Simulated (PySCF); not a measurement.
## Ionisation energy of Si by level of theory

Si [Ne] 3s2 3p2 (3P) → Si+ [Ne] 3s2 3p1 (2P), as a difference of total energies. Computed with PySCF 2.14 in dyall-av3z, with the non-relativistic Hamiltonian (point nucleus). Correlated levels: valence: [Ne] frozen; virtual orbitals above 40 to 60 times the deepest correlated orbital energy dropped. The calculations carry no spin-orbit coupling.

```csv
method,ionisation energy (eV),error (eV)
UHF,7.638,-0.519
MP2 (valence),8.049,-0.108
SCS-MP2 (valence),7.961,-0.196
CCSD (valence),8.074,-0.083
CCSD(T) (valence),8.114,-0.043
```

Reference: 8.157 eV (measured; NIST levels, between the centres of gravity of the two terms).

Errors of the correlated levels include the incompleteness of this basis and the frozen core.
